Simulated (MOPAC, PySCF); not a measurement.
AlF₃, SMILES `[F][Al]([F])[F]`, neutral singlet in the gas phase. 

Cartesian coordinates (Å):
```xyz
4

F     -0.8478    -1.3970     0.0011
Al     0.0000     0.0000     0.0000
F      1.6338    -0.0358    -0.0001
F     -0.7860     1.4328    -0.0009
```
Charge 0, multiplicity 1.

All levels are single points at this geometry (B3LYP-D3(BJ)/def2-TZVP); Pople sets use spherical d functions. Orbital energies aren't observables, and empty levels follow the basis.

```csv
level,HOMO (eV),LUMO (eV),gap (eV),dipole (D),"vertical IE, Delta-SCF (eV)"
ωB97X-D3(BJ)/def2-TZVP in PySCF,-14.36,0.45,14.81,0.00,14.92
B3LYP/LANL2DZ in PySCF,-11.48,-2.12,9.36,0.00,–
SVWN5/6-31G* in PySCF,-9.22,-2.33,6.89,0.00,13.39
HF/3-21G in PySCF,-16.33,2.14,18.47,0.00,–
HF/STO-3G in PySCF,-10.27,10.00,20.27,0.00,–
PM3 in MOPAC,-15.22,-2.15,13.07,0.00,–
```
